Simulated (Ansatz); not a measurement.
Input for Ansatz (development build ahead of 0.2.0):

```yaml
crystal:
  periodic: [false, false, false]
  atoms:
    - { symbol: H, position_ang: [0.00475, 0.56289, -0.94033] }
    - { symbol: O, position_ang: [-0.00502, -0.42379, -0.90342] }
    - { symbol: O, position_ang: [0.01304, -0.6044, 0.56748] }
    - { symbol: O, position_ang: [0.01623, 0.41469, 1.22941] }
basis:
  gaussian: { orbitals: cc-pVTZ }
magnetization:
  initial_magnetization: 1
hamiltonian:
  xc: hf
correlation:
  method: mp2
  frozen_orbitals: { H: 0, O: 1 }
output:
  forces: true
```

The input is written out in the form of the current development build from the run's settings. Correlation on restricted open-shell orbitals is semicanonical, with singles.

Results

```
Converged                       : yes
Reference energy                : -225.01495 hartree
Correlation energy              : -0.70774 hartree
Total energy                    : -225.72269 hartree
Spin squared of the determinant : 0.750
Stability test                  : minimum among restricted orbitals
```

Forces (eV/Å):
| atom | Fx | Fy | Fz |
| --- | --- | --- | --- |
| H1 | -0.007 | -0.566 | 0.107 |
| O2 | 0.003 | 1.006 | -0.313 |
| O3 | 0.008 | -0.917 | 0.578 |
| O4 | -0.004 | 0.477 | -0.373 |

Caution: forces differ strongly between restricted and unrestricted references.
